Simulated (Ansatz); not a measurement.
**How far each method lies from RCCSDT(Q) for H$_{2}$C–CH$_{2}$, singlet**

Geometry: a PBE0/def2-TZVP stationary point for this spin, not checked as a minimum.

```yaml
atoms:
  - { symbol: C, position_ang: [0.0000, 0.0000, 0.6615] }
  - { symbol: C, position_ang: [0.0000, 0.0000, -0.6615] }
  - { symbol: H, position_ang: [0.0000, 0.9232, 1.2310] }
  - { symbol: H, position_ang: [0.0000, -0.9232, 1.2310] }
  - { symbol: H, position_ang: [0.0000, 0.9232, -1.2310] }
  - { symbol: H, position_ang: [0.0000, -0.9232, -1.2310] }
```

Basis cc-pVDZ; Ansatz 0.2.0. Only valence electrons are correlated (noble-gas cores frozen), which leaves 12 electrons in 46 orbitals. Prefix R: restricted or restricted open-shell reference. Active spaces: frontier = (8e, 8o) about the gap.

Full CI isn't at hand for all of this; RCCSDT(Q) serves as the reference, and is uncertain by about the last step of the cluster series.

The UHF ⟨S²⟩ is 0.000, the T1 diagnostic (RCCSD) is 0.0098 and the largest doubles amplitude (RCCSD) is 0.134.

Problem. From what is known of these methods and the diagnostics, rank them by the size of their error in total energy against RCCSDT(Q) in cc-pVDZ, smallest first (an estimate: the text doesn't fix the numbers).
A. RCCSDT
B. CASSCF (frontier space)
C. RCCSD
D. NEVPT2 (frontier space)
E. CISD

Solution. A (1.6 kJ/mol), C (28.7 kJ/mol), E (93.3 kJ/mol), D (110.3 kJ/mol), B (574.5 kJ/mol).

All errors are against RCCSDT(Q) in cc-pVDZ. Within each family the higher level lies nearer, as is usual though not guaranteed.

Atomization energy (electronic, same basis, no zero-point term; atoms at the same level, unrestricted beside the R rows where the molecule is a closed shell, with restricted open-shell steps beyond CCSDT(Q)) at RCCSDT(Q): 2197.5 kJ/mol. Errors of other levels:

| level | error (kJ/mol) |
| --- | --- |
| RHF | -438.5 |
| RMP2 | 9.8 |
| CISD | -84.1 |
| RCCSD | -22.0 |
| RCCSD(T) | -1.5 |
| BCCD(T) | -1.3 |
| RCCSDT | -1.5 |

This basis is far from its limit, so the value isn't to be set against a measured one. Truncated CI isn't size-consistent, which counts against it in atomization.
